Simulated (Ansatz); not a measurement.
# CH3OSi− (SMILES O=C[SiH2-]): one structure at several levels

One table from this session's results is given with a row withheld; the runs are named, their logs left out.

Method: single points in def2-TZVPPD; program: Ansatz 0.2.0, Gaussian basis.

Cores are frozen in the correlated methods.

### Starting geometry

SMILES `O=C[SiH2-]`, 6 atoms, charge -1, spin multiplicity 1.

Atoms are counted from 1 here; the program's logs count them from 0.

Bond lengths: O1–C2 1.231 Å, C2–Si3 1.851 Å, C2–H4 1.159 Å, Si3–H5 1.621 Å, Si3–H6 1.569 Å. Angles: O1–C2–Si3 127.6°, O1–C2–H4 122.1°, Si3–C2–H4 109.1°, C2–Si3–H5 105.8°, C2–Si3–H6 115.6°, H5–Si3–H6 103.1°.

Coordinates:

```xyz
6
CH3OSi
O    -0.89598   -1.53537    0.82998
C    -0.17241   -0.90875    0.05647
Si   -0.14305    0.91891   -0.23289
H     0.44116   -1.43367   -0.77487
H     1.28833    1.23238   -0.92719
H    -0.11313    1.80865    1.05906
```

Set-up of the first run:

The input, run/in.yaml:

```yaml
crystal:
  periodic: [false, false, false]
  atoms:
    - {symbol: O, position_ang: [-0.895983, -1.535368, 0.829982]}
    - {symbol: C, position_ang: [-0.172410, -0.908751, 0.056467]}
    - {symbol: Si, position_ang: [-0.143046, 0.918913, -0.232894]}
    - {symbol: H, position_ang: [0.441163, -1.433673, -0.774865]}
    - {symbol: H, position_ang: [1.288334, 1.232378, -0.927186]}
    - {symbol: H, position_ang: [-0.113126, 1.808647, 1.059060]}
basis:
  gaussian: {orbitals: "def2-TZVPPD.json"}
total_charge: -1
hamiltonian: {xc: pbe, dispersion: d4}
output: {forces: true}
```

The basis file named in the input lies beside it (Basis Set Exchange, JSON).

Command:

```
ansatz run in.yaml --threads 2 --pin off --events-out ev --progress --plain --max-ram 3481MiB
```

Steps of the session up to this table: PBE-D4/def2-TZVPPD; r2SCAN-D4/def2-TZVPPD; PBE0-D4/def2-TZVPPD; wB97M-V/def2-TZVPPD; CCSD(T)/def2-TZVPPD.

One of the session's tables, all rows but one given; the rest of the session is left out.

```
   method  RMS force component (eV/Å)  angle to CCSD(T) forces (°)
   PBE-D4                       0.653                         14.2
r2SCAN-D4                       0.616                         11.7
  PBE0-D4                           ?                            ?
  wB97M-V                       0.653                         22.0
  CCSD(T)                       0.724                    reference
```

**Question.** Estimate the row for PBE0-D4.

**Answer.** RMS force component (eV/Å): 0.597; angle to CCSD(T) forces (°): 22.3. In the column «RMS force component (eV/Å)» it is the lowest.
